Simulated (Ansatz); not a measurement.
**Relaxing CsGa₂**

All numbers below come from DFT PBE, scalar-relativistic, plane waves, PAW in Ansatz.

CsGa₂ was placed on the sites of a reported LaI2 cell (I4/mmm, No. 139), with Cs in place of La, Ga in place of I, at a guessed volume.

Input of the last, converged step (default PAW datasets):

```yaml
crystal:
  lattice:
    - [-1.8619195321, 1.8619195321, 6.8534218404]
    - [1.8619195321, -1.8619195321, 6.8534218404]
    - [1.8619195321, 1.8619195321, -6.8534218404]
  atoms:
    - { symbol: Cs, position: [0.0, 0.0, 0.0] }
    - { symbol: Ga, position: [0.2812899873, 0.2812899873, 0.0] }
    - { symbol: Ga, position: [0.7187100127, 0.7187100127, 0.0] }
basis:
  ecutwfc: 420
kpoints:
  mp_grid: { grid: [18, 18, 18] }
hamiltonian:
  xc: pbe
scf:
  occupations: { method: gaussian, width: 0.1 }
output:
  forces: true
  stress: true
  eigenvalues: true
relax:
  adjacent_minimum: "off"
  f_tol: 0.01
  max_steps: 80
  cell: { stress_tol: 0.05 }
```

Launched as:

```bash
ansatz run input.yaml --threads 1 --pin off --max-ram 2560MiB --backend cpu --events-out ev --progress --plain --runs-dir out
```

Time: 6.6 min on 1 thread of Intel(R) Xeon(R) Platinum 8259CL CPU @ 2.50GHz (Skylake/Cascade Lake), with other jobs on the host, peak memory 1.1 GiB.

The program printed at the end:

```
SCF converged after 8 iterations
Free energy (F): -13236.609955 eV
Harris-Foulkes:  -13236.609955 eV  (|F-HF|=1.82e-12)
Internal energy: -13236.600096 eV  (E = F + TS)
E sigma→0 (E₀):  -13236.605026 eV
Entropy (-TS):   -0.009859 eV (-3.286 meV/atom)
Fermi energy:    7.039538 eV
--- Per-component energies (eV) ---
  E_band       = -179.486658
  E_kinetic    = 371.231217
  E_local      = -5171.963525  (includes V_loc(G=0)·N_el)
  E_nonlocal   = 873.337722
  E_hartree    = 2409.948479
  E_xc         = -312.481831
  E_vxc        = -241.908199  (∫ρ·V_xc dr)
  E_paw        = -9036.631439  (= ΣΔE_a)
  E_vpaw       = -830.080601  (= ΣTr[D̂ρ^β])
  E_aug_tail   = -0.000219  (compensation charges beyond the density's cutoff)
  E_ewald      = -2370.040501
  E_smearing   = -0.009859  (= −TS)
  E_closure    = 0.000000  (closes the sum)
  Σ components = -13236.609955   (vs F -13236.609955, Δ=0.00e0)
--- Forces (eV/Å), atoms counted from 1 ---
  atom   1  Cs     0.00000000     0.00000000     0.00000000
  atom   2  Ga     0.00000000     0.00000000    -0.00906356
  atom   3  Ga     0.00000000     0.00000000     0.00906356
  max |Σ_I F_I| component: 3.47e-18 eV/Å
--- Stress (GPa, compression-positive) ---
        0.007374       0.000000       0.000000
        0.000000       0.007374       0.000000
        0.000000       0.000000      -0.029684
  P = ⅓ Tr σ = -0.0050 GPa (-0.050 kbar)
--- Relaxed structure (4 steps of the walk, 4 accepted, 1 SCFs on fresh bases) ---
  F+E_penalty+E_count = -13236.60995493 eV   max|allowed force component| = 9.064e-3 eV/Å   (the final SCF, on the basis selected at the relaxed cell)
  cell:  # Å, volume = 96.6845 Å³
    - [-1.880612, 1.880612, 6.834364]
    - [1.880612, -1.880612, 6.834364]
    - [1.880612, 1.880612, -6.834364]
  atoms:
    - { symbol: Cs, position: [0.000000, 0.000000, 0.000000] }
    - { symbol: Ga, position: [0.278047, 0.278047, 0.000000] }
    - { symbol: Ga, position: [0.721953, 0.721953, 0.000000] }
```

Total energies depend on the potentials used, so only differences within one code and one set of settings carry meaning.

The result has space group I4/mmm (No. 139). Cs is coordinated by 4 Cs at 3.76 Å, 2 Ga at 3.80 Å and 8 Ga at 4.03 Å; Ga is coordinated by 4 Ga at 2.77 Å.

Against the elements it lies at 0.07 eV/atom. The zero of energy is the elements' standard structures at the same level; no fitted shifts are applied.

For metals, differences of a few meV/atom aren't resolved.

Symmetry constrained the relaxation, so the result can be a saddle point.